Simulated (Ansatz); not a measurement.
Born–Oppenheimer molecular dynamics of C4H9N (14 atoms, charge 0, multiplicity 1). It starts from a relaxed structure.

Computed with Ansatz 0.2.0, RKS PBE0/6-31G.

```
ensemble                      : NVE (velocity Verlet)
time step                     : 0.5 fs
steps asked                   : 500
starting velocities drawn for : 50 K
seed                          : 409685
```

First frame:

```xyz
14
Properties=species:S:1:pos:R:3
C -1.244 0.838 -0.689
C -0.414 0.394 0.508
C 1.125 0.400 0.266
C 1.036 -1.144 0.131
N -0.327 -1.079 0.709
H -2.304 0.593 -0.545
H -1.171 1.922 -0.837
H -0.901 0.345 -1.608
H -0.744 0.924 1.409
H 1.465 0.949 -0.615
H 1.696 0.721 1.139
H 1.086 -1.484 -0.914
H 1.748 -1.729 0.721
H -1.064 -1.678 0.353
```

Question: What does the run give?

Answer: The run went to its last step.

| Quantity | Value |
| --- | --- |
| steps done | 500 |
| time covered | 250 fs |
| mean temperature over the second half | 25 K |
| spread of the potential energy over the second half | 0.5 meV per atom |
| mean potential energy of the second half above the start | 2.8 meV per atom |

The conserved energy stayed within 0.031 meV per atom of its start (net change 0.013 meV per atom), so the integration is sound. Over the second half the temperature averaged 0.50 of the 50 K drawn at the start: a run that starts near a minimum puts about half its kinetic energy into the potential. A run of 0.25 ps of so small a system gives no equilibrium averages. Limits of this set-up: no polarisation functions.

Question: What happens to the structure?

Answer: The same pairs are bonded in the first frame and the last. Pairs count as bonded within 1.25 times the sum of covalent radii (0.12 Å more for H–H). This is one draw of velocities; another would differ in detail.

Question: How do temperature and energy run in time?

Answer: 
| time (fs) | T (K) | potential energy less start (eV) | conserved less start (meV/atom) |
| --- | --- | --- | --- |
| 0 | 50 | 0.000 | 0.00 |
| 20.5 | 27 | 0.036 | 0.02 |
| 41 | 14 | 0.057 | 0.02 |
| 61.5 | 21 | 0.045 | 0.02 |
| 82 | 26 | 0.038 | 0.02 |
| 102.5 | 23 | 0.041 | 0.02 |
| 123 | 25 | 0.038 | 0.02 |
| 143.5 | 27 | 0.036 | 0.01 |
| 164 | 26 | 0.038 | 0.02 |
| 184.5 | 31 | 0.029 | 0.01 |
| 205 | 25 | 0.039 | 0.02 |
| 225.5 | 16 | 0.054 | 0.03 |
| 246 | 25 | 0.039 | 0.02 |

Time of the run: 23 min on 1 thread of Arm Neoverse V1, with other jobs on the host, peak memory 0.12 GiB.
